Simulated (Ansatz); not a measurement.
Mulliken charges of `NC(O)(O)F` from B3LYP/def2-TZVPP in Ansatz (PBE0-D4/def2-TZVP geometry).

| atom | x (Å) | y (Å) | z (Å) | charge (e) |
| --- | --- | --- | --- | --- |
| N1 | 0.758 | 0.544 | -0.772 | -0.325 |
| C2 | 0.003 | -0.127 | 0.220 | 0.444 |
| O3 | -0.569 | -1.285 | -0.233 | -0.300 |
| O4 | -0.987 | 0.672 | 0.735 | -0.315 |
| F5 | 0.892 | -0.442 | 1.233 | -0.226 |
| H6 | 0.184 | 0.689 | -1.593 | 0.152 |
| H7 | 1.567 | -0.008 | -1.026 | 0.152 |
| H8 | -1.181 | -1.599 | 0.443 | 0.208 |
| H9 | -0.578 | 1.510 | 0.977 | 0.210 |

**Question.** By hand: the dipole of these point charges (1 e Å = 4.8032 D).

**Answer.** Σ q r = (-0.066, 0.129, -0.192) e Å, of length 0.241 e Å = 1.16 D.

**Question.** How does the dipole of the full density compare? (Best estimate.)

**Answer.** Computed: (-0.075, 0.109, -0.178) e Å, 1.07 D; the point charges give 1.08 times that, at 4° from its direction.

Point charges leave out the atoms' own dipoles, such as those of lone pairs, and Mulliken's split depends on the basis, so the close match here is no proof of good charges.

B3LYP here is the variant with VWN-RPA as its local correlation; programs differ in this.
